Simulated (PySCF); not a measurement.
**BN⁺, quartet: reading a ladder of total energies**

Geometry: that of the BN, triplet, kept fixed.

```xyz
2

B     0.0000    0.0000    0.0000
N     0.0000    0.0000    1.3155
```

Basis 6-31G; PySCF 2.14.0. Only valence electrons are correlated (noble-gas cores frozen), which leaves 7 electrons in 16 orbitals. Prefix R: restricted or restricted open-shell reference; prefix U: unrestricted.

Full CI is exact within this basis and frozen core; it isn't the basis-set limit. The frozen core follows each run's orbitals, which can shift R against U totals by a few meV.

UCCSD has a T1 diagnostic of 0.033 and a largest doubles amplitude of 0.06.

Restricted and unrestricted runs freeze slightly different cores, so the step to full CI, which has another core, is uncertain by up to 0.1 kcal/mol.

| level | total energy (hartree) |
| --- | --- |
| UHF | -78.596243 |
| UMP2 | -78.669398 |
| UCCSD | -78.687311 |
| UCCSD(T) | -78.690031 |
| UCCSDT | -78.690957 |
| full CI | -78.691021 |

**Question.** What is the correlation energy at full CI, and what share of it do UMP2 and UCCSD recover?

**Answer.** E(corr) = -78.691021 − (-78.596243) = -0.094778 hartree = -2.579 eV. UMP2: -0.073155 / -0.094778 = 77.19 %. UCCSD: -0.091068 / -0.094778 = 96.09 %.

**Question.** By how many kcal/mol does UCCSD(T) miss full CI (1 hartree = 627.509 kcal/mol), and which steps make up the rest?

**Answer.** -78.690031 − (-78.691021) = 0.000990 hartree = 0.62 kcal/mol. Steps: UCCSDT − UCCSD(T) = -0.58, full CI − UCCSDT = -0.04 kcal/mol. That is within 1 kcal/mol of the reference in this basis, which itself misses far more of the correlation at the basis-set limit.
